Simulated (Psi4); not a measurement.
**CH6B− (SMILES [H][B-]([H])([H])C) at MP3/def2-TZVP**

What is the vertical ionisation energy of CH6B− at MP3/def2-TZVP? Input form: a Python script.

The results are computed with Psi4 1.11.

### 1 The system as given

CH6B−: 8 atoms, total charge -1, spin state singlet. As SMILES, `[H][B-]([H])([H])C`. The shape is that of a GFN2-xTB optimisation.

Bond lengths: B1–C2 1.649 Å, C2–H3 1.096 Å, C2–H4 1.096 Å, C2–H5 1.096 Å, B1–H6 1.231 Å, B1–H7 1.231 Å, B1–H8 1.232 Å. Some angles: B1–C2–H3 112.2°, B1–C2–H4 112.2°, B1–C2–H5 112.2°, C2–B1–H6 110.2°, C2–B1–H7 110.2°, C2–B1–H8 110.2°, H3–C2–H4 106.6°, H3–C2–H5 106.6°, H4–C2–H5 106.6°, H6–B1–H7 108.7°.

### 2 A single-point energy at MP3/def2-TZVP

The input, job.py:

```python
import psi4

psi4.set_memory('1600 MB')
psi4.set_num_threads(1)
psi4.core.set_output_file('run.log', False)

geom = psi4.geometry("""
-1 1
B     -0.002120     0.003030    -0.820260
C      0.002160    -0.002850     0.828840
H     -1.010180     0.041900     1.245300
H      0.550190     0.849940     1.244930
H      0.469650    -0.905360     1.238890
H      1.151450    -0.035240    -1.249110
H     -0.546150     1.024230    -1.240270
H     -0.615010    -0.975650    -1.248310
units angstrom
symmetry c1
""")

options = {'basis': 'def2-TZVP', 'puream': True, 'e_convergence': 1e-09, 'd_convergence': 1e-08, 'scf_type': 'pk', 'num_frozen_docc': 2, 'mp_type': 'conv'}
psi4.set_options(options)

E, wfn = psi4.energy('mp3', molecule=geom, return_wfn=True)
print(f'total energy {E:.8f} hartree = {E * 27.211386:.5f} eV')
```

Launch:

```bash
$ python job.py
```

run.log, shortened:

```text
[...]
  Running in c1 symmetry.
[...]
  Nuclear repulsion =   35.575081270040862
[...]
  Multiplicity = 1
[...]
  Nalpha       = 9
  Nbeta        = 9
[...]
    Number of basis functions: 98
[...]
   @RHF iter   1:   -65.86585422816327   -6.51366e-01   5.27694e-03 ADIIS/DIIS
[...]
   @RHF iter  10:   -66.04147219586318   -6.01119e-12   3.53141e-09 DIIS
[...]
    Orbital Energies [Eh]
    ---------------------
    Doubly Occupied:
       1A    -10.979185     2A     -7.290729     3A     -0.714134
       4A     -0.436372     5A     -0.333829     6A     -0.333693
       7A     -0.196491     8A     -0.182568     9A     -0.182472
[...]
  @RHF Final Energy:   -66.04147219586318
   => Energetics <=
    Nuclear Repulsion Energy =             35.5750812700408616
    One-Electron Energy =                -161.9341565121736153
    Two-Electron Energy =                  60.3176030462695678
    Total Energy =                        -66.0414721958631787
[...]
 Multipole Moments:
 ------------------------------------------------------------------------------------
     Multipole            Electronic (a.u.)      Nuclear  (a.u.)        Total (a.u.)
 ------------------------------------------------------------------------------------
 L = 1.  Multiply by 2.5417464519 to convert [e a0] to [Debye]
 Dipole X            :          0.0016843            0.0015682            0.0032525
 Dipole Y            :         -0.0013660           -0.0028938           -0.0042598
 Dipole Z            :          0.7381859            0.6284075            1.3665934
 Magnitude           :                                                    1.3666039
[...]
	SCS-MP2 Total Energy (a.u.)        :   -66.37580398760026
	SOS-MP2 Total Energy (a.u.)        :   -66.38100002925492
[...]
	SOS-PI-MP2 Total Energy (a.u.)     :   -66.40711755490044
[...]
	MP2 Total Energy (a.u.)            :   -66.36541190429094
[...]
	SCS-MP3 Total Energy (a.u.)        :   -66.38411648854944
[...]
	MP3 Total Energy (a.u.)            :   -66.39866190808763
[...]
```

On the terminal:

```text
total energy -66.39866191 hartree = -1806.79962 eV
```

It took 12 s on 1 thread of AMD EPYC 7R43 (Zen 3), shared host; peak memory 1.1 GiB.

### 3 Doublet neutral CH6B

The input, ch6b.py:

```python
import psi4

psi4.set_memory(1600000000)
psi4.set_num_threads(1)
psi4.core.set_output_file('ch6b.out', False)

mol = psi4.geometry("""
0 2
B
C 1 1.649116
H 2 1.09557 1 112.18407
H 2 1.095773 3 106.61881 1 123.22943
H 2 1.095998 3 106.59196 4 113.5648
H 1 1.2313 2 110.22726 3 179.36189
H 1 1.230945 6 108.72376 2 120.89463
H 1 1.231534 7 108.70713 6 -118.16728
units angstrom
symmetry c1
no_reorient
no_com
""")

psi4.set_options({
    'basis': 'def2-TZVP',
    'reference': 'uhf',
    'puream': True,
    'e_convergence': 1e-09,
    'd_convergence': 1e-08,
    'scf_type': 'pk',
    'num_frozen_docc': 2,
    'maxiter': 200,
    'mp_type': 'conv',
})

result = psi4.energy("mp3", molecule=mol)
print(f'mp3 energy: {result:.10f} Eh')
```

Launch:

```bash
$ python ch6b.py
```

ch6b.out, shortened:

```text
[...]
  Running in c1 symmetry.
[...]
  Nuclear repulsion =   35.575084277312556
[...]
  Multiplicity = 2
[...]
  Nalpha       = 9
  Nbeta        = 8
[...]
    Number of basis functions: 98
[...]
   @UHF iter   1:   -65.79699831498395   -5.82510e-01   3.94740e-03 DIIS/ADIIS
[...]
   @UHF iter  22:   -65.91232856338057   -1.97105e-11   7.88183e-09 DIIS
[...]
   @S^2 Observed:                7.610309354E-01
[...]
  @UHF Final Energy:   -65.91232856338057
   => Energetics <=
    Nuclear Repulsion Energy =             35.5750842773125555
    One-Electron Energy =                -157.6095658494743361
    Two-Electron Energy =                  56.1221530087812113
    Total Energy =                        -65.9123285633805693
  UHF NO Occupations:
  HONO-2 :    7  A 1.9993751
  HONO-1 :    8  A 1.9956447
[...]
 Multipole Moments:
 ------------------------------------------------------------------------------------
     Multipole            Electronic (a.u.)      Nuclear  (a.u.)        Total (a.u.)
 ------------------------------------------------------------------------------------
 L = 1.  Multiply by 2.5417464519 to convert [e a0] to [Debye]
 Dipole X            :          0.5035923            0.0006557            0.5042480
 Dipole Y            :         -0.2830208           -0.0000333           -0.2830540
 Dipole Z            :         -0.7229475            0.6284157           -0.0945318
 Magnitude           :                                                    0.5859368
[...]
	SCS-MP2 Total Energy (a.u.)        :   -66.21524798579216
	SOS-MP2 Total Energy (a.u.)        :   -66.21978952690694
[...]
	SOS-PI-MP2 Total Energy (a.u.)     :   -66.24344037025513
[...]
	MP2 Total Energy (a.u.)            :   -66.20616490356262
[...]
	SCS-MP3 Total Energy (a.u.)        :   -66.22320681899616
[...]
	MP3 Total Energy (a.u.)            :   -66.23800023637864
[...]
```

Standard output:

```text
mp3 energy: -66.2380002364 Eh
```

Run time: 36 s. Hardware: 1 thread of AMD EPYC 7R43 (Zen 3), shared host; peak memory 1.2 GiB.

### 4 What came out

At MP3/def2-TZVP, 2 core orbitals frozen:

```
                                                                        quantity         value
                                                     singlet CH6B−: total energy  -66.39866 Eh
                              singlet CH6B−: HOMO energy (Hartree–Fock orbitals)      -4.97 eV
                              singlet CH6B−: LUMO energy (Hartree–Fock orbitals)       8.06 eV
            singlet CH6B−: HOMO–LUMO gap (to an unbound level, set by the basis)      13.03 eV
                      singlet CH6B−: correlation energy (2 core orbitals frozen)    -357.2 mEh
                                              doublet neutral CH6B: total energy  -66.23800 Eh
doublet neutral CH6B: HOMO energy (Hartree–Fock orbitals) (highest over α and β)     -11.65 eV
 doublet neutral CH6B: LUMO energy (Hartree–Fock orbitals) (lowest over α and β)      -2.17 eV
               doublet neutral CH6B: correlation energy (2 core orbitals frozen)    -325.7 mEh
                         doublet neutral CH6B: ⟨S²⟩ of the reference determinant         0.761
                             vertical detachment energy (to the doublet neutral)      4.372 eV
```

The vertical ionisation energy comes to 4.37 eV (422 kJ/mol).
